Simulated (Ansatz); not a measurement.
Basis-set extrapolation for `CCCC(C)(C)C` (PBE0-D4/def2-TZVP geometry, frozen core, Ansatz). Multiplicity 1, RHF reference.

```json
{"": "HF", "def2-TZVPP": "-274.501027", "def2-QZVPP": "-274.514070"}
{"": "MP2 correlation", "def2-TZVPP": "-1.249171", "def2-QZVPP": "-1.325403"}
{"": "CCSD(T) correlation", "def2-TZVPP": "-1.380526", "def2-QZVPP": "not run"}
```

Energies in hartree. Use E(X) = E(∞) + A·exp(−7.88·√X) for Hartree–Fock and E(X) = E(∞) + B·X^(−2.97) for correlation, with X = 3 and 4, and add CCSD(T) minus MP2 of the smaller set to the MP2 limit.

What is the CCSD(T) energy at the basis-set limit?

HF limit: -274.514070 + (-0.013043) × 0.13774 = -274.51587. MP2 limit: -1.325403 + (-0.076232) × 0.74074 = -1.38187. Higher-order term: -1.380526 − (-1.249171) = -0.13135. Total: -276.02909 hartree, 387.4 kJ/mol below CCSD(T)/def2-TZVPP.
